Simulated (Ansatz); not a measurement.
A short molecular-dynamics run on C6H10, SMILES `CC#CCCC`.

```yaml
crystal:
  periodic: [false, false, false]
  atoms:
    - {symbol: C, position_ang: [0.591114, -1.272503, 2.783076]}
    - {symbol: C, position_ang: [0.688148, -0.839062, 1.401637]}
    - {symbol: C, position_ang: [0.772444, -0.485866, 0.255112]}
    - {symbol: C, position_ang: [0.855806, -0.034828, -1.125754]}
    - {symbol: C, position_ang: [-0.084162, 1.132101, -1.438623]}
    - {symbol: C, position_ang: [-1.549167, 0.779787, -1.260484]}
    - {symbol: H, position_ang: [-0.390439, -1.035112, 3.201699]}
    - {symbol: H, position_ang: [0.737115, -2.352638, 2.866966]}
    - {symbol: H, position_ang: [1.346277, -0.783631, 3.404104]}
    - {symbol: H, position_ang: [1.888293, 0.256791, -1.345796]}
    - {symbol: H, position_ang: [0.625666, -0.874645, -1.792435]}
    - {symbol: H, position_ang: [0.101633, 1.452633, -2.468676]}
    - {symbol: H, position_ang: [0.177052, 1.976804, -0.794072]}
    - {symbol: H, position_ang: [-2.191956, 1.633536, -1.485738]}
    - {symbol: H, position_ang: [-1.839778, -0.041034, -1.922626]}
    - {symbol: H, position_ang: [-1.750846, 0.464965, -0.234089]}
basis:
  gaussian: {orbitals: def2-SVP}
magnetization: {spin_polarized: true, initial_magnetization: 0}
hamiltonian: {xc: {name: r2SCAN}, dispersion: d3bj}
md: {timestep: 1 fs, n_steps: 20, ensemble: nvt_langevin, temperature: 700, initial_velocities: maxwell_boltzmann, friction: 0.01, seed: 761}
```

```sh
$ ansatz run in.yaml --threads 2 --pin off --events-out ev --progress --plain --max-ram 32768MiB --backend cpu
```

```
step  time (fs)  potential energy (eV)  kinetic (eV)  T (K)  conserved (eV)
   0        0.0             -6375.0341        1.3572    656               –
   1        1.0             -6374.8292        1.2654    612               –
   2        2.0             -6374.4524        0.9535    461               –
   3        3.0             -6374.3381        0.8915    431               –
   4        4.0             -6374.4428        0.9615    465               –
   5        5.0             -6374.4581        0.9357    452               –
   6        6.0             -6374.3157        0.8521    412               –
   7        7.0             -6374.1055        0.6813    329               –
   8        8.0             -6373.9817        0.6025    291               –
   9        9.0             -6374.1324        0.8062    390               –
  10       10.0             -6374.4714        1.1468    555               –
  11       11.0             -6374.6570        1.3853    670               –
  12       12.0             -6374.4809        1.1344    548               –
  13       13.0             -6374.2419        0.9744    471               –
  14       14.0             -6374.2800        0.9653    467               –
  15       15.0             -6374.4701        1.1692    565               –
  16       16.0             -6374.4540        1.2105    585               –
  17       17.0             -6374.1601        0.9414    455               –
  18       18.0             -6373.8014        0.6974    337               –
  19       19.0             -6373.6602        0.5485    265               –
  20       20.0             -6373.9147        0.8309    402               –
```

Velocities are drawn at the set temperature; a run this short doesn't reach equilibrium.

Frames (Å, forces in eV/Å):

```xyz
16
time=0.0 fs
C     0.591   -1.273    2.783    0.016    0.070   -0.223
C     0.688   -0.839    1.402   -0.103   -0.407    1.334
C     0.772   -0.486    0.255    0.132    0.370   -1.305
C     0.856   -0.035   -1.126   -0.104    0.066    0.186
C    -0.084    1.132   -1.439   -0.109   -0.154    0.008
C    -1.549    0.780   -1.260    0.143    0.063   -0.041
H    -0.390   -1.035    3.202   -0.268    0.054    0.148
H     0.737   -2.353    2.867    0.037   -0.304    0.057
H     1.346   -0.784    3.404    0.203    0.123    0.204
H     1.888    0.257   -1.346    0.307    0.074   -0.090
H     0.626   -0.875   -1.792   -0.048   -0.240   -0.219
H     0.102    1.453   -2.469    0.059    0.112   -0.293
H     0.177    1.977   -0.794    0.087    0.262    0.179
H    -2.192    1.634   -1.486   -0.192    0.232   -0.059
H    -1.840   -0.041   -1.923   -0.090   -0.230   -0.179
H    -1.751    0.465   -0.234   -0.070   -0.091    0.293
16
time=2.0 fs
C     0.567   -1.270    2.766    0.832   -2.716   -1.064
C     0.706   -0.823    1.422   -0.484    0.376   -1.529
C     0.765   -0.481    0.252   -0.034   -0.052    0.616
C     0.855   -0.031   -1.126    0.115   -0.945   -0.560
C    -0.069    1.134   -1.460   -1.007   -0.053    3.171
C    -1.538    0.767   -1.257    0.469    2.679    3.854
H    -0.362   -1.105    3.218   -1.982    0.529    0.672
H     0.747   -2.390    2.819   -0.095    0.899    0.037
H     1.305   -0.810    3.338    1.636    0.917    1.629
H     1.909    0.279   -1.287   -0.137   -0.288   -0.373
H     0.584   -0.934   -1.798    0.605    1.194    0.596
H     0.022    1.404   -2.459    0.629    0.799   -2.361
H     0.154    2.028   -0.793    0.075   -0.778   -0.722
H    -2.169    1.661   -1.402   -0.049   -0.197   -0.234
H    -1.827    0.014   -1.865   -1.189   -2.810   -2.582
H    -1.789    0.412   -0.192    0.616    0.446   -1.148
16
time=4.0 fs
C     0.540   -1.277    2.752    1.076   -2.624    0.569
C     0.725   -0.807    1.436   -0.920    0.788   -3.158
C     0.757   -0.477    0.250   -0.036   -0.163    1.586
C     0.852   -0.029   -1.133    0.641   -1.071   -0.230
C    -0.056    1.134   -1.472   -1.533    0.400    1.400
C    -1.525    0.760   -1.242   -0.689    0.759    2.619
H    -0.402   -1.153    3.263   -0.851    0.432   -0.046
H     0.761   -2.408    2.775   -0.237    1.269    0.111
H     1.313   -0.810    3.321    0.770    0.353    1.274
H     1.923    0.287   -1.254   -0.466   -0.503   -0.544
H     0.561   -0.956   -1.777    0.784    1.433    0.494
H    -0.028    1.375   -2.533    0.628    0.377   -0.383
H     0.129    2.052   -0.821    0.319   -0.901   -0.849
H    -2.154    1.675   -1.319    0.022   -0.442   -0.456
H    -1.848   -0.020   -1.896   -0.486   -0.657   -0.997
H    -1.810    0.368   -0.180    0.979    0.551   -1.390
16
time=6.0 fs
C     0.521   -1.293    2.739    1.267   -0.638    2.814
C     0.739   -0.791    1.441   -1.217    0.659   -2.801
C     0.754   -0.474    0.254    0.010    0.107    0.921
C     0.848   -0.031   -1.146    1.201   -0.247    0.985
C    -0.047    1.133   -1.480   -2.119    0.009   -1.305
C    -1.517    0.754   -1.219   -1.236   -1.029   -0.497
H    -0.474   -1.193    3.305    1.051    0.288   -1.121
H     0.774   -2.386    2.739   -0.195    0.450    0.174
H     1.359   -0.801    3.352   -1.151   -0.693    0.024
H     1.923    0.268   -1.246   -0.399   -0.421   -0.610
H     0.576   -0.921   -1.750    0.397    0.350   -0.315
H    -0.059    1.367   -2.623    0.651   -0.083    1.784
H     0.120    2.044   -0.879    0.611   -0.105   -0.235
H    -2.136    1.671   -1.244   -0.157   -0.233   -0.649
H    -1.891   -0.069   -1.968    0.457    1.578    1.040
H    -1.795    0.348   -0.216    0.828    0.007   -0.208
16
time=8.0 fs
C     0.513   -1.312    2.736    1.188    1.666    2.943
C     0.750   -0.772    1.433   -1.438   -0.083   -0.539
C     0.754   -0.470    0.258    0.055    0.618   -0.976
C     0.847   -0.032   -1.160    1.386    1.130    2.525
C    -0.043    1.135   -1.491   -2.416   -1.084   -2.147
C    -1.512    0.744   -1.196   -0.954   -0.544   -3.062
H    -0.511   -1.233    3.311    1.629    0.340   -1.421
H     0.775   -2.347    2.718    0.181   -1.310    0.111
H     1.378   -0.815    3.387   -1.860   -0.987   -0.516
H     1.914    0.225   -1.254    0.108   -0.069   -0.625
H     0.605   -0.871   -1.741   -0.276   -1.469   -1.450
H    -0.073    1.362   -2.641    0.645   -0.168    1.856
H     0.132    2.032   -0.941    0.792    0.949    0.557
H    -2.129    1.661   -1.193   -0.206   -0.159   -0.570
H    -1.930   -0.064   -2.008    0.832    1.990    1.722
H    -1.740    0.321   -0.253    0.334   -0.820    1.592
16
time=10.0 fs
C     0.509   -1.325    2.742    1.523    1.736    1.355
C     0.754   -0.752    1.423   -1.442   -0.839    1.677
C     0.758   -0.465    0.257    0.114    0.948   -2.524
C     0.850   -0.029   -1.167    0.637    0.207    2.102
C    -0.049    1.135   -1.506   -1.807   -0.947   -0.388
C    -1.510    0.735   -1.183   -0.865    0.496   -1.877
H    -0.490   -1.261    3.267    0.712    0.411   -0.866
H     0.782   -2.351    2.706    0.174   -1.594   -0.057
H     1.335   -0.882    3.410   -1.268   -0.442   -0.241
H     1.909    0.171   -1.285    0.662    0.356   -0.550
H     0.624   -0.872   -1.782   -0.320   -0.960   -0.846
H    -0.055    1.355   -2.588    0.461    0.032    0.044
H     0.171    2.053   -0.985    0.535    0.530    0.521
H    -2.135    1.661   -1.152    0.061   -0.502   -0.256
H    -1.945    0.021   -1.984    0.589    1.001    1.052
H    -1.659    0.261   -0.229    0.234   -0.432    0.856
16
time=12.0 fs
C     0.511   -1.335    2.751    1.977   -0.926   -1.933
C     0.750   -0.734    1.417   -1.145   -1.176    2.424
C     0.762   -0.455    0.249    0.221    0.777   -2.446
C     0.858   -0.026   -1.164    0.112   -1.290    0.222
C    -0.059    1.131   -1.523   -0.823   -0.284    2.743
C    -1.512    0.727   -1.177    0.653    1.838    2.249
H    -0.445   -1.259    3.194   -1.578    0.408    0.277
H     0.788   -2.411    2.699   -0.379    0.144   -0.141
H     1.245   -0.974    3.424    0.863    0.821    1.252
H     1.919    0.130   -1.343    0.556    0.583   -0.281
H     0.639   -0.899   -1.853   -0.115    0.502    0.637
H    -0.010    1.347   -2.535    0.292    0.409   -2.667
H     0.223    2.085   -1.016   -0.024   -0.574    0.116
H    -2.140    1.648   -1.113    0.137   -0.413    0.113
H    -1.942    0.142   -1.929   -0.755   -1.452   -1.475
H    -1.564    0.182   -0.176    0.008    0.634   -1.091
16
time=14.0 fs
C     0.516   -1.351    2.755    2.155   -1.857   -2.803
C     0.739   -0.717    1.418   -0.667   -1.137    1.747
C     0.766   -0.440    0.238    0.317    0.204   -0.812
C     0.868   -0.029   -1.157    0.213   -1.575   -1.347
C    -0.076    1.126   -1.530    0.454    0.368    1.259
C    -1.512    0.726   -1.165    1.697    1.841    3.451
H    -0.448   -1.242    3.135   -2.210    0.279    0.604
H     0.778   -2.474    2.691   -0.637    1.303   -0.132
H     1.201   -1.025    3.484    1.175    0.987    1.269
H     1.940    0.103   -1.401   -0.079    0.659    0.096
H     0.657   -0.921   -1.894   -0.112    1.082    1.386
H     0.043    1.344   -2.572   -0.066    0.019   -1.223
H     0.274    2.089   -1.050   -0.429   -0.836    0.106
H    -2.147    1.619   -1.059    0.007    0.073    0.370
H    -1.957    0.210   -1.923   -1.322   -2.304   -2.382
H    -1.464    0.136   -0.164   -0.494    0.893   -1.589
16
time=16.0 fs
C     0.526   -1.371    2.756    0.440    0.004   -0.195
C     0.729   -0.702    1.425   -0.160   -0.852    0.184
C     0.773   -0.428    0.225    0.368   -0.505    1.628
C     0.881   -0.042   -1.154    0.070   -0.537   -1.879
C    -0.092    1.125   -1.529    1.720    0.072   -1.977
C    -1.507    0.726   -1.146   -0.075    0.582   -0.295
H    -0.535   -1.218    3.097    0.730   -0.241   -0.150
H     0.758   -2.481    2.679   -0.497    0.966   -0.132
H     1.216   -1.034    3.590   -0.584    0.151   -0.843
H     1.950    0.085   -1.451   -0.293    0.720    0.368
H     0.669   -0.907   -1.872   -0.336    0.438    0.982
H     0.086    1.345   -2.662   -0.648   -0.494    1.484
H     0.314    2.053   -1.090   -0.431   -0.042    0.527
H    -2.165    1.599   -0.986    0.195   -0.020    0.332
H    -2.010    0.204   -1.988    0.296   -0.434    0.479
H    -1.384    0.124   -0.213   -0.793    0.189   -0.513
16
time=18.0 fs
C     0.534   -1.385    2.756   -1.023    2.648    1.108
C     0.720   -0.685    1.435    0.264   -0.604   -1.204
C     0.780   -0.416    0.218    0.335   -1.017    3.469
C     0.894   -0.063   -1.158   -0.093    1.533   -1.066
C    -0.104    1.128   -1.532    2.146   -1.131   -3.410
C    -1.502    0.730   -1.132   -1.281    0.714   -3.698
H    -0.605   -1.199    3.054    2.234   -0.574   -0.255
H     0.724   -2.443    2.665   -0.056   -0.781   -0.233
H     1.219   -1.031    3.672   -1.362   -0.310   -2.021
H     1.950    0.079   -1.479   -0.158    0.715    0.415
H     0.667   -0.871   -1.826   -0.757   -1.256   -0.334
H     0.102    1.339   -2.707   -0.886   -0.574    2.264
H     0.336    2.004   -1.118   -0.034    1.241    1.103
H    -2.164    1.579   -0.895    0.150   -0.014    0.111
H    -2.043    0.171   -2.044    1.132    0.763    2.110
H    -1.337    0.125   -0.292   -0.612   -1.353    1.640
16
time=20.0 fs
C     0.536   -1.392    2.761   -1.397    3.584    0.426
C     0.715   -0.670    1.439    0.578   -0.647   -1.472
C     0.790   -0.409    0.217    0.302   -1.060    3.755
C     0.904   -0.080   -1.167   -0.711    2.548   -0.193
C    -0.108    1.130   -1.546    2.403   -1.130   -2.231
C    -1.503    0.738   -1.131   -0.857   -0.136   -3.148
H    -0.592   -1.195    2.987    1.712   -0.559    0.171
H     0.684   -2.431    2.649    0.236   -1.636   -0.279
H     1.165   -1.032    3.684   -0.983   -0.300   -1.791
H     1.938    0.087   -1.488    0.324    0.601    0.192
H     0.635   -0.875   -1.793   -0.854   -1.996   -0.987
H     0.095    1.317   -2.679   -0.791   -0.308    1.484
H     0.351    1.995   -1.101   -0.198    0.926    0.820
H    -2.146    1.555   -0.800   -0.126    0.283   -0.052
H    -2.036    0.172   -2.036    0.905    0.983    1.969
H    -1.325    0.080   -0.324   -0.542   -1.151    1.338
```

Hardware: 2 threads of an AMD EPYC 7R13 on a shared host. Wall time 120 s, peak host memory 0.6 GiB.
